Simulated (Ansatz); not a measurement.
## [BF2]+ (SMILES F[B+]F): name the method

The species is [BF2]+ (3 atoms), meant as a singlet with charge +1. SMILES: `F[B+]F`. The shape is that of a PBE0-D4/def2-TZVP optimisation.

```xyz
3

F     0.3297    1.1405    0.3077
B     0.0000    0.0000    0.0000
F    -0.3297   -1.1405   -0.3077
```

A calculation with Ansatz 0.2.0 gave:

The total energy is -224.0901 Eh, the HOMO energy is -26.25 eV and the LUMO energy is -6.30 eV. The HOMO–LUMO gap is 19.95 eV.

Q: Which of these levels gave the numbers?
A. PBE-QIDH/cc-pVTZ
B. PBE/cc-pVTZ
C. r2SCAN0/cc-pVTZ
D. BHLYP/cc-pVTZ

A: A. The others give -224.2141 Eh (r2SCAN0/cc-pVTZ), -224.1147 Eh (PBE/cc-pVTZ), -224.2610 Eh (BHLYP/cc-pVTZ).
